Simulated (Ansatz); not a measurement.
**SiPH (singlet): wave-function methods side by side at distance Si1–P2 = 3.840 Å, 6-31G**

How much of the correlation energy of SiPH (singlet) does each wave-function method recover here?

Computed with Ansatz 0.2.0, Gaussian basis. Level: 6-31G, core rule «outside noble gas», up to 10 orbitals frozen.

To be run: UHF; CCSD(T) on RHF; CCSD(T) on UHF; BCCD(T) on RHF; CISD; CCSDT(Q) on RHF; CCSDT(Q) on UHF; CCSDTQ on RHF; CASSCF and MRCISD+Q, 2 electrons in 2 orbitals; CASSCF and NEVPT2, 2 electrons in 2 orbitals; CASSCF and MRCISD+Q, 10 electrons in 9 orbitals; CASSCF and NEVPT2, 10 electrons in 9 orbitals; Full CI.

8 further runs of the same task are left out: 1 for a known fault of the program, 7 that didn't finish. Runs told in other sessions of the task aren't counted.

### Step 1. The geometry

The geometry derives from a PBE0/def2-TZVP stationary point (not a proven minimum). One bond is set to the value named and the two fragments are kept rigid.

3 atoms, charge 0, spin multiplicity 1.

Atoms are counted from 1 here; the program's logs count them from 0.

Bond lengths: P2–H3 1.492 Å.

### Step 2. UHF

Contents of in.yaml:

```yaml
crystal:
  periodic: [false, false, false]
  atoms:
    - {symbol: Si, position_ang: [0.000000, -0.407400, 2.320584]}
    - {symbol: P, position_ang: [0.000000, -0.450224, -1.519177]}
    - {symbol: H, position_ang: [0.000000, 0.857625, -0.801406]}
basis:
  gaussian: {orbitals: 6-31G}
magnetization: {spin_polarized: true, initial_magnetization: 0}
hamiltonian: {xc: hf}
output: {orbitals: {seedname: orbitals}}
```

Started as:

```console
ansatz run in.yaml --threads 1 --pin off --events-out ev --progress --plain --max-ram 4096MiB --backend cpu
```

Further steps of the session: CCSD(T) on RHF; CCSD(T) on UHF; BCCD(T) on RHF; CISD; CCSDT(Q) on RHF; CCSDT(Q) on UHF; CCSDTQ on RHF; CASSCF and MRCISD+Q, 2 electrons in 2 orbitals; CASSCF and NEVPT2, 2 electrons in 2 orbitals; CASSCF and MRCISD+Q, 10 electrons in 9 orbitals; CASSCF and NEVPT2, 10 electrons in 9 orbitals; Full CI.

Before running them: what should the planned runs give, taken together? Wanted: FCI from the RHF energy; RMP2 from FCI; UMP2 from FCI; RCCSD from FCI; RCCSD(T) from FCI; UCCSD(T) from FCI; RCCSDT(Q) from FCI; UCCSDT(Q) from FCI; NEVPT2 valence from FCI.

The runs gave:

```
                         quantity                                                         value
          FCI from the RHF energy                                                    -5.1956 eV
                    RMP2 from FCI                                                  +31.7 kJ/mol
                    UMP2 from FCI                                                  +68.3 kJ/mol
                   RCCSD from FCI                                                   +5.7 kJ/mol
                RCCSD(T) from FCI                                                  -64.4 kJ/mol
                UCCSD(T) from FCI                                                   +6.4 kJ/mol
               RCCSDT(Q) from FCI                                                  +21.4 kJ/mol
               UCCSDT(Q) from FCI                                                   +2.0 kJ/mol
          NEVPT2 valence from FCI                                                  +29.5 kJ/mol
        MRCISD+Q valence from FCI                                                   +0.8 kJ/mol
levels within 1 kcal/mol (43 meV)  UCCSDT, UCCSDT(Q), RCCSDTQ, MRCISD valence, MRCISD+Q valence
                    T1 diagnostic                                                         0.046
   effectively unpaired electrons                                                          3.29
```

**Reading.** RCCSD(T) misses by -64.4 kJ/mol, 12.8 % of the correlation energy. CCSD(T) misses by -64.4 kJ/mol on the restricted determinant and by +6.4 kJ/mol on the unrestricted one; the two need not hold the same state or core. RCCSD(T), BCCD(T), RCCSDT, RCCSDTQ fall below full CI, which methods that aren't variational can do. With 3.3 effectively unpaired electrons against 0 the state is strongly multireference. Of the multireference levels listed MRCISD+Q valence comes nearest in total energy (+0.8 kJ/mol), which doesn't show that its space is the better one. Coupled cluster took another determinant than the lowest Hartree-Fock one. These misses are within one basis, not against nature.
